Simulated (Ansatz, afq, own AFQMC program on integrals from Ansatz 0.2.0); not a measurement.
**Atomization energy of MgSi, singlet**

```xyz
2

Si    0.0000    0.0000    0.0000
Mg    0.0000    0.0000    2.5324
```

Atoms in their ground-state spins without spin–orbit coupling (mostly on UHF) minus the molecule (RHF), without zero-point energy. The geometry is a stationary point, not shown to be a minimum.

Basis cc-pVDZ. Only valence electrons are correlated. Integrals, coupled cluster, full CI and functionals: Ansatz 0.2.0; the random walks run on the same integrals in our own AFQMC program. The CISD trial takes its coefficients from CCSD amplitudes. Released means that phaseless walkers are propagated on without the constraint, phases kept. Uncertainties: one standard error, sampling alone. The errors of all members are added in quadrature.

Full CI on the same integrals is exact in this basis and with this determinant's frozen core.

Errors are counted within cc-pVDZ, not against nature.

Cautions: MgSi (singlet): another spin lies lower, restricted determinant unstable towards unrestricted (UHF 1.47 eV lower, ⟨S²⟩ 1.69), strong correlation (T1 0.036, weight of the determinant 0.80, largest double 0.20), the CCSDT(Q) amplitudes may be one of several solutions (largest double 0.66), the CCSDTQ amplitudes may be one of several solutions (largest double 0.86), the ph-AFQMC/CISD walk drifts between its halves (2.9 errors), the released energy hasn't reached full CI (108 meV above it at 2.40 1/Eh), so no released level is given (meV from the phaseless value at times in 1/Eh: -6 ± 11 at 0.24, -7 ± 12 at 0.51, -26 ± 11 at 0.99, -53 ± 10 at 1.62, -58 ± 16 at 2.40), the determinant fills πx and πy unequally, so it mixes two states of the linear molecule, and each level undoes that mixture to a different degree, while full CI gives the lower state, CCSDTQ on the UHF determinant differs (850 meV lower), perhaps since the unrestricted series falls towards higher spin, its ph-AFQMC/CISD value lies 166 ± 10 meV above full CI.

```csv
level,atomization energy (kJ/mol)
MP2,-37.9
CCSD,-39.3
```

**Question.** From these cheaper values, estimate the atomization energy at the reference level in cc-pVDZ.

**Answer.** -2.7 kJ/mol (full CI in cc-pVDZ).

| level | atomization energy (kJ/mol) | error against FCI (kJ/mol) |
| --- | --- | --- |
| HF | -128.8 | -126.1 |
| CCSD(T) | -21.8 | -19.1 |
| CCSDT | -10.0 | -7.3 |
| CCSDT(Q) | -3.1 | -0.4 |
| ph-AFQMC/HF | -16.2 ± 3.9 | -13.5 ± 3.9 |
| ph-AFQMC/CISD | -18.3 ± 1.0 | -15.6 ± 1.0 |

Correlation beyond CCSD(T) adds 19.1 kJ/mol. The perturbative (T) step is worth +17.5 kJ/mol. Where a determinant mixes two states, these steps and errors hold in part the undoing of that mixture, and only full CI is sure.

CCSDT and higher add their correlation energy to the determinant of the CCSD(T) run, since their own runs factorise the integrals more tightly (a shift of under 2 meV).
